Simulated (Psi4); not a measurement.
Process, species as SMILES: S (H2S) → [SH-] + H+
B3LYP-D3(BJ)/def2-TZVP geometries, fixed; electronic energies without zero-point terms.
Largest species:
```xyz
3

S      0.0018     0.0003     0.1031
H     -0.0075     0.9678    -0.8277
H     -0.0219    -0.9726    -0.8218
```

Basis-set convergence of the deprotonation energy at PBE with Psi4. All functions are spherical. Density fitting with the program's default auxiliary sets. Psi4's default fitting sets serve the pcseg sets less well. No added dispersion term, no relativity. Functions are those of the species that has most. Reference: the value in aug-cc-pV(5+d)Z, 354.30 kcal/mol, itself unsure by roughly 0.24 kcal/mol (its mean distance from aug-cc-pV(Q+d)Z, def2-QZVPPD).

| basis | functions | deprotonation energy (kcal/mol) |
|---|---|---|
| pcseg-1 | 28 | 357.87 |
| cc-pV(D+d)Z | 33 | (withheld) |
| 6-311G** | 38 | (withheld) |
| def2-SVPD | 43 | (withheld) |
| jun-cc-pV(T+d)Z | 76 | 354.14 |
| aug-pcseg-2 | 96 | (withheld) |
| aug-cc-pV(T+d)Z | 101 | 354.14 |
| aug-cc-pV(Q+d)Z | 181 | 354.27 |
| aug-cc-pV(5+d)Z | 296 | 354.30 |

Problem. What belongs in the gaps?

Solution. 
- cc-pV(D+d)Z, deprotonation energy (kcal/mol): 371.15
- 6-311G**, deprotonation energy (kcal/mol): 353.78
- def2-SVPD, deprotonation energy (kcal/mol): 351.36
- aug-pcseg-2, deprotonation energy (kcal/mol): 353.53
